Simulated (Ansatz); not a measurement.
A nudged elastic band was laid between two geometries of BH4N + H2 (8 atoms, charge 0, multiplicity 1).

Theory: RKS PBE/cc-pVDZ (Ansatz 0.2.0).

```yaml
movable_images: 9
climbing_image: yes
spring: 20.0 eV/Å²
optimiser: quadratic models (default)
start_path: through a guess of the saddle point
force_threshold: 0.03 eV/Å
iteration_limit: 60
end_points: relaxed
```

Initial state:

```xyz
8
Properties=species:S:1:pos:R:3
B 0.121 -0.906 0.239
N 0.023 -0.178 1.427
H -0.859 -0.009 1.913
H 0.829 0.215 1.916
H 1.219 -1.070 -0.257
H -0.894 -1.351 -0.259
H -0.439 3.302 1.286
H -0.340 2.554 1.134
```

Final state:

```xyz
8
Properties=species:S:1:pos:R:3
B 0.078 0.218 0.094
N -0.156 0.415 1.710
H -0.445 -0.462 2.166
H 0.700 0.733 2.187
H 0.975 -0.619 -0.001
H -1.004 -0.172 -0.343
H 0.401 1.330 -0.322
H -0.888 1.112 1.910
```

Which bonds break or form, and what moves?

Bonds broken: H7–H8. Bonds formed: B1–H7, N2–H8. BH4N + H2 becomes BH6N.

What energy profile does the band end with?

It converged. The highest image is number 6 of 0 to 10, 136.6 kJ/mol above the first end and 145.3 kJ/mol above the last; the last end lies 8.7 kJ/mol below the first. Another band between the same ends (9 images) ends at a top of the same energy, where a vibrational analysis finds 1 clearly imaginary mode. The orbitals stay closed-shell, which can raise the energy where a bond breaks towards radicals; this wasn't checked here.

```csv
image,path coordinate (Å),energy (kJ/mol),H7–H8 (Å),B1–H7 (Å),N2–H8 (Å)
0,0.00,0.0,0.77,4.37,2.77
1,0.69,0.5,0.77,4.08,2.82
2,1.37,1.7,0.77,3.77,2.92
3,2.06,3.4,0.77,3.32,2.91
4,2.74,11.4,0.77,2.66,2.58
5,3.43,51.4,0.78,1.99,2.09
6,4.11,136.6,0.99,1.40,1.42
7,4.72,46.6,1.63,1.26,1.05
8,5.32,0.9,2.32,1.23,1.03
9,5.92,-4.4,2.45,1.23,1.03
10,6.52,-8.7,2.59,1.23,1.03
```

What is the geometry of the highest image?


```xyz
8
Properties=species:S:1:pos:R:3
B -0.003 0.072 0.310
N -0.051 0.317 1.869
H -0.863 -0.059 2.364
H 0.815 0.145 2.384
H 1.097 -0.184 -0.141
H -0.986 -0.466 -0.166
H -0.176 1.394 -0.106
H -0.174 1.336 0.887
```

Run time: 110 s on 1 thread of Arm Neoverse V2, with other jobs on the host, peak memory 0.1 GiB.
